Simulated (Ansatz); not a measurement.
A structure relaxed at PBE0-D4/def2-TZVP, charge 0, multiplicity 1:

| atom | x (Å) | y (Å) | z (Å) |
| --- | --- | --- | --- |
| O1 | -0.4479 | 0.2272 | -1.3018 |
| C2 | 0.0750 | -0.0057 | -0.0522 |
| O3 | 1.4101 | 0.3864 | -0.0822 |
| O4 | -0.0925 | -1.3389 | 0.2339 |
| S5 | -0.7359 | 0.9691 | 1.2852 |
| H6 | -0.2522 | 1.1384 | -1.5441 |
| H7 | 1.7969 | 0.1748 | 0.7745 |
| H8 | 0.1275 | -1.8219 | -0.5737 |
| H9 | -1.8811 | 0.2707 | 1.2605 |

Q: Give its formula and SMILES.

A: CH4O3S, `OC(O)(O)S`.

Q: Summarise the bond lengths by kind.

A: 3 × C–O 1.374 to 1.392 Å; 3 × H–O 0.963 to 0.966 Å; 1 × C–S 1.843 Å; 1 × H–S 1.342 Å.

All numbers were calculated with Ansatz.
